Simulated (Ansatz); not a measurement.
**How far each method lies from UCCSDTQ for ZnH, doublet**

Geometry: a PBE0/def2-TZVP stationary point for this spin.

```tsv
atom	x (Å)	y (Å)	z (Å)
Zn	0.0000	0.0000	0.0000
H	0.0000	0.0000	1.6172
```

Basis def2-SVP; Ansatz 0.2.0. Only valence electrons are correlated (noble-gas cores frozen), which leaves 13 electrons in 27 orbitals. R marks a restricted (for open shells ROHF) determinant, U an unrestricted one. Active spaces: valence = (13e, 7o) chosen from the atoms' valence shells. No spin–orbit coupling is included, and no scalar relativity. The metal's outer-core shells are frozen, which leaves out core–valence correlation.

Full CI isn't at hand for all of this; UCCSDTQ serves as the reference, and is uncertain by about the last step of the cluster series. The frozen core follows each run's orbitals, which can shift R against U totals by a few meV for light atoms and by up to 0.1 eV past Ca.

```
UHF ⟨S²⟩                          : 0.766
T1 diagnostic (RCCSD)             : 0.0244
largest doubles amplitude (RCCSD) : 0.057
T1 diagnostic (UCCSD)             : 0.0146
```

```json
{"level": "UHF", "E − E(UCCSDTQ) (mEh)": "287.48", "share of correlation (%)": "1.02", "wall time": "–"}
{"level": "UMP2", "E − E(UCCSDTQ) (mEh)": "-5.39", "share of correlation (%)": "101.86", "wall time": "–"}
{"level": "UCCSD", "E − E(UCCSDTQ) (mEh)": "6.53", "share of correlation (%)": "97.75", "wall time": "–"}
{"level": "UCCSD(T)", "E − E(UCCSDTQ) (mEh)": "-0.98", "share of correlation (%)": "100.34", "wall time": "0.94 s"}
{"level": "UCCSDT", "E − E(UCCSDTQ) (mEh)": "-0.64", "share of correlation (%)": "100.22", "wall time": "–"}
{"level": "UCCSDT(Q)", "E − E(UCCSDTQ) (mEh)": "0.36", "share of correlation (%)": "99.88", "wall time": "8.5 s"}
```

The correlation energy at UCCSDTQ, counted from RHF, is -7.903 eV. That run took 69 s on 2 threads of AMD EPYC 7R13 with a shared H100 80 GB, shared host.

Run but not shown, since their state or frozen core can't be matched to the reference's or they repeat it: RHF, RMP2, CISD, RCCSD, RCCSD(T), RCCSDT, RCCSDT(Q), RCCSDTQ, CASSCF (valence space), NEVPT2 (valence space), MRCISD (valence space), MRCISD+Q (valence space).

Times hold each run's SCF and search for its determinant on a shared host, so for small cases they say little of a method's own cost; they ran on 1 thread of AMD EPYC 7R13.

Natural occupations of CASSCF (valence space) about the gap: 2.000 2.000 2.000 2.000 2.000 1.000; effectively unpaired electrons, Σ n²(2−n)², 1.00.

Atomization energy (electronic, same basis, no zero-point term; atoms at the same level, unrestricted beside the R rows where the molecule is a closed shell, but restricted open-shell past Ca, as are all atoms' steps beyond CCSDT(Q)) at UCCSDTQ: 77.3 kJ/mol. Errors of other levels:

```json
{"level": "UHF", "error (kJ/mol)": "-12.3"}
{"level": "UMP2", "error (kJ/mol)": "2.4"}
{"level": "UCCSD", "error (kJ/mol)": "0.1"}
{"level": "UCCSD(T)", "error (kJ/mol)": "-0.6"}
{"level": "UCCSDT", "error (kJ/mol)": "-0.1"}
{"level": "UCCSDT(Q)", "error (kJ/mol)": "0.1"}
```

This basis is far from its limit, so the value isn't to be set against a measured one.
